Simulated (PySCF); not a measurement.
CH₂F₂.

```xyz
5

F     -1.1035     0.0000    -0.2905
C      0.0000     0.0000     0.5036
F      1.1035     0.0000    -0.2905
H      0.0000    -0.9138     1.1037
H      0.0000     0.9138     1.1037
```
Charge 0, spin multiplicity 1.

Coordinates come from a ωB97X-D3(BJ)/def2-TZVP optimisation.

Level of theory: PBE/pcSseg-2 (PySCF). Non-relativistic, no solvent.

**Question.** Give the absolute GIAO shielding of each atom: isotropic value and principal components (ppm). (An estimate is asked for; the answer gives what the named calculation found.)

**Answer.** 
```csv
atom,σ(iso),σ11,σ22,σ33,span
F1,308.8,181.3,309.9,435.3,254.0
C2,57.6,32.1,58.7,82.0,49.9
F3,308.8,181.3,309.9,435.3,254.0
H4,25.4,21.8,25.9,28.4,6.7
H5,25.4,21.8,25.9,28.4,6.7
```
